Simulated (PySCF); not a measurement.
# PH3: calculation against experiment

**What was measured.**

From NIST CCCBDB Release 22 (SRD 101), experimental dipoles, for the gas: dipole moment (microwave Stark effect) 0.58 D.

The results are set against them at the end.

Species: PH₃.
SMILES with atom numbers: `[PH3:1]` (hydrogens: H2, H3, H4 on P1)

Cartesian coordinates in Å at the PBE0-D3(BJ)/def2-SVP level; atoms count from 1:
```
atom  x, y, z in Å
P1     0.026   -0.041    0.476
H2    -0.599    1.021   -0.247
H3     1.199   -0.004   -0.337
H4    -0.590   -1.049   -0.327
```

Runs made with PySCF (gas phase, on this PBE0-D3(BJ)/def2-SVP geometry; no spin–orbit coupling):

```
                             level                                                           job  basis functions  wall time
PBE0-D3(BJ)/def2-SVP, grid level 1  geometry optimisation from a GFN2-xTB start shaken at random               33     0.95 s
```

Hardware: one thread of an Arm Neoverse V2 (shared host).

Results beside the measurements:

**Dipole moment.** Measured: 0.58 D (NIST CCCBDB Release 22 (SRD 101), experimental dipoles).

```json
{"level": "PBE0-D3(BJ)/def2-SVP", "computed (D)": "0.91", "computed − measured (D)": "+0.33", "% (from the printed values)": "+57"}
```

The computed dipoles belong to one fixed geometry; measured ones are averaged over vibrations unless marked μe. Magnitudes are compared, not signs.

The geometry is computed, not the measured one. Where a level misses, the cause wasn't examined.
